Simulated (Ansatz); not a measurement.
This Ansatz (a quantum-chemistry and plane-wave program) input (MP2/cc-pwCVQZ) gives -290.77835 Eh with 199 basis functions. A basis named .json is the Basis Set Exchange file of that set (core-valence sets with the plain set on hydrogen).

Ansatz 0.2 input:
```yaml
crystal:
  periodic: [false, false, false]
  atoms:
    - {symbol: Si, position_ang: [0.00000000, 0.00000000, 0.00000000]}
    - {symbol: H, position_ang: [0.01222522, 1.46745298, -0.00876651]}
    - {symbol: H, position_ang: [1.26466648, -0.74421996, 0.01999757]}
    - {symbol: H, position_ang: [-1.27689170, -0.72323302, -0.01123105]}
basis:
  gaussian:
    orbitals: cc-pwCVQZ.json
total_charge: 1
magnetization: {spin_polarized: false}
correlation: {method: mp2, frozen_orbitals: {H: 0, Si: 1}}
```

Change:
```diff
- orbitals: cc-pwCVQZ.json
+ orbitals: cc-pCVQZ.json
```

Problem. What does the run give now?

Solution. -290.79099 Eh (MP2/cc-pCVQZ, 199 functions), a change of -12.64 mEh.
